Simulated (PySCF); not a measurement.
Carbon monoxide, CO.
Geometry (GFN2-xTB, Å), atoms numbered from 1 in this order:
```xyz
2
CO angstrom
C      0.5650   -0.0030   -0.0027
O     -0.5623    0.0043   -0.0115
```

Computed, not measured: B3LYP/def2-SVPD in PySCF (dipole) on a GFN2-xTB geometry, gas phase.

Masses are those of the commonest isotopes; rigid-rotor values at the optimised geometry. 

**Question.** What are the moment of inertia and the rotational constant?

**Answer.** I = 8.713 u·Å², B = 505379 MHz·u·Å²/I = 58001 MHz (1.9347 cm⁻¹, or 2.784 K as hB/k). For two atoms I = μr² with μ = 6.8562 u and r = 1.1273 Å.

**Question.** List the first levels of a rigid rotor in a Σ state.

**Answer.** E(J) = BJ(J+1): J = 1: 3.869, J = 2: 11.608, J = 3: 23.217, J = 4: 38.694, J = 5: 58.042, J = 6: 81.258 cm⁻¹.

**Question.** Where do the first rotational lines fall?

**Answer.** The dipole is 0.12 D; J+1 ← J lies at 2B(J+1): 1 ← 0 at 116.00 GHz, 2 ← 1 at 232.01 GHz, 3 ← 2 at 348.01 GHz, 4 ← 3 at 464.01 GHz, 5 ← 4 at 580.01 GHz, 6 ← 5 at 696.02 GHz.

Not checked by GFN2-xTB frequencies. Zero-point vibration and centrifugal distortion are left out.
